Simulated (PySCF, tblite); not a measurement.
Species: C4H3OS (charge -1).
Bonds: O1–C2, C2–C3 (aromatic), C3–C4 (aromatic), C4–C5 (aromatic), C5–S6 (aromatic), C2–S6 (aromatic). Hydrogens: H7 on C3; H8 on C4; H9 on C5.
Bond orders are those of one Lewis drawing.

Computed with GFN2-xTB (tblite), gas phase: Langevin dynamics at 300 K from the optimised GFN2-xTB geometry, time step 0.5 fs, friction 0.01 fs⁻¹, 2000 steps. Over the second half of the run the saved frames average 289 K.

Frame at 250 fs, instantaneous temperature 261 K:
```
atom  x, y, z in Å
O1      2.511   -0.183    0.867
C2      1.391   -0.211    0.313
C3      0.385   -1.176    0.315
C4     -0.827   -0.699   -0.158
C5     -0.805    0.523   -0.767
S6      0.783    1.197   -0.775
H7      0.583   -2.073    0.751
H8     -1.742   -1.234    0.020
H9     -1.618    1.161   -1.010
```

Frame at 425 fs, instantaneous temperature 411 K:
```
atom  x, y, z in Å
O1      2.610   -0.942    0.474
C2      1.453   -0.654    0.200
C3      0.319   -1.391    0.005
C4     -0.778   -0.590   -0.413
C5     -0.652    0.712   -0.562
S6      0.988    1.153   -0.271
H7      0.343   -2.404    0.082
H8     -1.712   -1.094   -0.639
H9     -1.329    1.455   -0.941
```

Frame at 625 fs, instantaneous temperature 243 K:
```
atom  x, y, z in Å
O1      2.030   -1.425    0.754
C2      1.092   -0.731    0.301
C3     -0.178   -1.071   -0.178
C4     -0.995    0.080   -0.546
C5     -0.500    1.284   -0.388
S6      1.113    1.147    0.309
H7     -0.510   -2.040   -0.439
H8     -2.028   -0.153   -0.804
H9     -1.055    2.186   -0.321
```

Frame at 800 fs, instantaneous temperature 273 K:
```
atom  x, y, z in Å
O1      1.405   -1.436    0.765
C2      0.664   -0.549    0.432
C3     -0.611   -0.515    0.016
C4     -1.104    0.838   -0.220
C5     -0.246    1.816   -0.034
S6      1.339    1.198    0.285
H7     -1.326   -1.304   -0.162
H8     -2.061    0.984   -0.679
H9     -0.333    2.791   -0.341
```

Frame at 1000 fs, instantaneous temperature 332 K:
```
atom  x, y, z in Å
O1      1.065   -1.320    0.901
C2      0.414   -0.419    0.412
C3     -0.927   -0.190    0.211
C4     -1.387    1.127   -0.218
C5     -0.364    2.037   -0.561
S6      1.189    1.302   -0.068
H7     -1.569   -1.073    0.229
H8     -2.419    1.236   -0.600
H9     -0.444    3.038   -0.944
```

**Question.** What do single points at PBE0/pcSseg-1 (PySCF, gas phase) give on these frames?

**Answer.** 
```
t (fs)  GFN2-xTB E above start (eV)  DFT E above lowest frame (eV)  HOMO (eV)  LUMO (eV)
   250                         0.29                           0.04       0.09       5.36
   425                         0.26                           0.02      -0.05       5.63
   625                         0.31                           0.00      -0.20       5.39
   800                         0.39                           0.21      -0.05       5.52
  1000                         0.43                           0.08      -0.17       4.96
```

The two levels order the frames alike by energy but for pairs within 0.08 eV at one level; measured from each level's lowest frame they differ by 0.09 eV at most. The HOMO–LUMO gap runs from 5.13 to 5.68 eV. These are instantaneous structures, not minima. An orbital of positive energy is held in place by the finite basis.

**Question.** And the isotropic GIAO shieldings (ppm) from the same runs?

**Answer.** 
```json
{"atom": "O1", "250 fs": "-53.1", "425 fs": "-7.1", "625 fs": "-5.2", "800 fs": "11.7", "1000 fs": "9.7", "mean": "-8.8", "range": "64.8"}
{"atom": "C2", "250 fs": "-14.7", "425 fs": "-6.1", "625 fs": "-4.8", "800 fs": "6.4", "1000 fs": "-0.2", "mean": "-3.9", "range": "21.1"}
{"atom": "C3", "250 fs": "104.2", "425 fs": "110.8", "625 fs": "97.2", "800 fs": "109.9", "1000 fs": "101.5", "mean": "104.7", "range": "13.6"}
{"atom": "C4", "250 fs": "61.9", "425 fs": "66.1", "625 fs": "55.8", "800 fs": "55.2", "1000 fs": "50.0", "mean": "57.8", "range": "16.1"}
{"atom": "C5", "250 fs": "100.5", "425 fs": "97.3", "625 fs": "95.0", "800 fs": "94.0", "1000 fs": "72.0", "mean": "91.8", "range": "28.5"}
{"atom": "S6", "250 fs": "349.9", "425 fs": "325.3", "625 fs": "322.6", "800 fs": "335.9", "1000 fs": "276.8", "mean": "322.1", "range": "73.1"}
{"atom": "H7", "250 fs": "28.3", "425 fs": "28.6", "625 fs": "27.6", "800 fs": "27.7", "1000 fs": "27.3", "mean": "27.9", "range": "1.3"}
{"atom": "H8", "250 fs": "26.0", "425 fs": "26.4", "625 fs": "25.7", "800 fs": "26.1", "1000 fs": "25.2", "mean": "25.9", "range": "1.2"}
{"atom": "H9", "250 fs": "27.7", "425 fs": "27.2", "625 fs": "27.4", "800 fs": "28.3", "1000 fs": "25.9", "mean": "27.3", "range": "2.4"}
```

What follows is the cost of the whole dynamics run. Time: 21 s wall; peak memory 0.18 GiB. Hardware: AMD EPYC 7571, one thread, no GPU, shared host with 96 logical CPUs at a one-minute load of 85.
